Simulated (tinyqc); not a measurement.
Inside a calculation. Method: UHF in the sto-6g basis, for H2O+, spin multiplicity 2. One step of it, computed by the program tinyqc.

Problem. Iteration 1: diagonalisation and new density. Diagonalise F' = X^T F X, C = X C', fill 5 alpha and 4 beta electrons from the bottom; D(s) = C_occ C_occ^T. Each column has its largest component positive (the first on a tie).

F(alpha) (hartree):
```
,1O 1s,1O 2s,1O 2px,1O 2py,1O 2pz,2H 1s,3H 1s
1O 1s,-20.116860,-4.912877,0.000000,0.000000,-0.008223,-0.442164,-0.442164
1O 2s,-4.912877,-2.358136,0.000000,0.000000,-0.119864,-0.472262,-0.472262
1O 2px,0.000000,0.000000,-0.459812,0.000000,0.000000,0.000000,0.000000
1O 2py,0.000000,0.000000,0.000000,-0.424589,0.000000,-0.208501,0.208501
1O 2pz,-0.008223,-0.119864,0.000000,0.000000,-0.405628,-0.194443,-0.194443
2H 1s,-0.442164,-0.472262,0.000000,-0.208501,-0.194443,-0.434436,-0.118242
3H 1s,-0.442164,-0.472262,0.000000,0.208501,-0.194443,-0.118242,-0.434436
```

F(beta) (hartree):
```
,1O 1s,1O 2s,1O 2px,1O 2py,1O 2pz,2H 1s,3H 1s
1O 1s,-20.091098,-4.873732,0.000000,0.000000,-0.008223,-0.437937,-0.437937
1O 2s,-4.873732,-2.177471,0.000000,0.000000,-0.119864,-0.447247,-0.447247
1O 2px,0.000000,0.000000,0.420850,0.000000,0.000000,0.000000,0.000000
1O 2py,0.000000,0.000000,0.000000,-0.377128,0.000000,-0.204472,0.204472
1O 2pz,-0.008223,-0.119864,0.000000,0.000000,-0.358167,-0.191109,-0.191109
2H 1s,-0.437937,-0.447247,0.000000,-0.204472,-0.191109,-0.429393,-0.114522
3H 1s,-0.437937,-0.447247,0.000000,0.204472,-0.191109,-0.114522,-0.429393
```

X:
```
,1,2,3,4,5,6,7
1O 1s,-0.448433,0.000000,0.663241,0.000000,-0.594450,0.000000,0.255432
1O 2s,0.886892,0.000000,-0.267016,0.000000,-0.309304,0.000000,0.492390
1O 2px,0.000000,0.000000,0.000000,1.000000,0.000000,0.000000,0.000000
1O 2py,0.000000,0.767161,0.000000,0.000000,0.000000,0.699374,0.000000
1O 2pz,0.385121,0.000000,0.694881,0.000000,0.603788,0.000000,0.228773
2H 1s,-0.527023,-0.654273,-0.252949,0.000000,0.213257,0.410022,0.389223
3H 1s,-0.527023,0.654273,-0.252949,0.000000,0.213257,-0.410022,0.389223
```

Give: F' = X^T F X; orbital energies; coefficients C; F' = X^T F X; orbital energies; coefficients C; D(alpha) after iteration 1; D(beta) after iteration 1.

Solution.

F' = X^T F X (alpha) (hartree):
```
,1,2,3,4,5,6,7
1,-1.8158,0.0000,3.2145,0.0000,-3.2562,0.0000,1.5713
2,0.0000,-0.1020,0.0000,0.0000,0.0000,0.0015,0.0000
3,3.2145,0.0000,-7.2011,0.0000,7.6229,0.0000,-4.3974
4,0.0000,0.0000,0.0000,-0.4598,0.0000,0.0000,0.0000
5,-3.2562,0.0000,7.6229,0.0000,-9.0397,0.0000,5.1254
6,0.0000,0.0015,0.0000,0.0000,0.0000,-0.5531,0.0000
7,1.5713,0.0000,-4.3974,0.0000,5.1254,0.0000,-3.9438
```

orbital energies (alpha) (hartree): MO1 -20.1209, MO2 -1.2511, MO3 -0.5532, MO4 -0.4712, MO5 -0.4598, MO6 -0.1572, MO7 -0.1020

coefficients C (alpha):
```
,MO1,MO2,MO3,MO4,MO5,MO6,MO7
1O 1s,0.9963,-0.2415,0.0000,0.0772,0.0000,-0.0515,0.0000
1O 2s,0.0158,0.9716,0.0000,-0.3844,0.0000,0.3224,0.0000
1O 2px,0.0000,0.0000,0.0000,0.0000,1.0000,0.0000,0.0000
1O 2py,0.0000,0.0000,0.6968,0.0000,0.0000,0.0000,0.7695
1O 2pz,0.0011,0.1367,0.0000,0.7265,0.0000,0.7082,0.0000
2H 1s,-0.0021,0.0742,0.4122,0.3752,0.0000,-0.6264,-0.6529
3H 1s,-0.0021,0.0742,-0.4122,0.3752,0.0000,-0.6264,0.6529
```

F' = X^T F X (beta) (hartree):
```
,1,2,3,4,5,6,7
1,-1.7332,0.0000,3.1976,0.0000,-3.2871,0.0000,1.6500
2,0.0000,-0.0810,0.0000,0.0000,0.0000,0.0251,0.0000
3,3.1976,0.0000,-7.1651,0.0000,7.6483,0.0000,-4.4093
4,0.0000,0.0000,0.0000,0.4209,0.0000,0.0000,0.0000
5,-3.2871,0.0000,7.6483,0.0000,-8.9879,0.0000,5.0870
6,0.0000,0.0251,0.0000,0.0000,0.0000,-0.5249,0.0000
7,1.6500,0.0000,-4.4093,0.0000,5.0870,0.0000,-3.8613
```

orbital energies (beta) (hartree): MO1 -20.0942, MO2 -1.0925, MO3 -0.5263, MO4 -0.4278, MO5 -0.1330, MO6 -0.0796, MO7 0.4209

coefficients C (beta):
```
,MO1,MO2,MO3,MO4,MO5,MO6,MO7
1O 1s,0.9968,-0.2330,0.0000,0.0936,-0.0537,0.0000,0.0000
1O 2s,0.0137,0.9368,0.0000,-0.4584,0.3287,0.0000,0.0000
1O 2px,0.0000,0.0000,0.0000,0.0000,0.0000,0.0000,1.0000
1O 2py,0.0000,0.0000,0.6551,0.0000,0.0000,0.8053,0.0000
1O 2pz,0.0010,0.1590,0.0000,0.6819,0.7469,0.0000,0.0000
2H 1s,-0.0018,0.1151,0.4462,0.3996,-0.6048,-0.6302,0.0000
3H 1s,-0.0018,0.1151,-0.4462,0.3996,-0.6048,0.6302,0.0000
```

D(alpha) after iteration 1:
```
,1O 1s,1O 2s,1O 2px,1O 2py,1O 2pz,2H 1s,3H 1s
1O 1s,1.0569,-0.2486,0.0000,0.0000,0.0242,0.0089,0.0089
1O 2s,-0.2486,1.0920,0.0000,0.0000,-0.1464,-0.0722,-0.0722
1O 2px,0.0000,0.0000,1.0000,0.0000,0.0000,0.0000,0.0000
1O 2py,0.0000,0.0000,0.0000,0.4856,0.0000,0.2872,-0.2872
1O 2pz,0.0242,-0.1464,0.0000,0.0000,0.5465,0.2827,0.2827
2H 1s,0.0089,-0.0722,0.0000,0.2872,0.2827,0.3162,-0.0236
3H 1s,0.0089,-0.0722,0.0000,-0.2872,0.2827,-0.0236,0.3162
```

D(beta) after iteration 1:
```
,1O 1s,1O 2s,1O 2px,1O 2py,1O 2pz,2H 1s,3H 1s
1O 1s,1.0567,-0.2475,0.0000,0.0000,0.0278,0.0087,0.0087
1O 2s,-0.2475,1.0880,0.0000,0.0000,-0.1636,-0.0754,-0.0754
1O 2px,0.0000,0.0000,0.0000,0.0000,0.0000,0.0000,0.0000
1O 2py,0.0000,0.0000,0.0000,0.4292,0.0000,0.2923,-0.2923
1O 2pz,0.0278,-0.1636,0.0000,0.0000,0.4902,0.2908,0.2908
2H 1s,0.0087,-0.0754,0.0000,0.2923,0.2908,0.3720,-0.0261
3H 1s,0.0087,-0.0754,0.0000,-0.2923,0.2908,-0.0261,0.3720
```
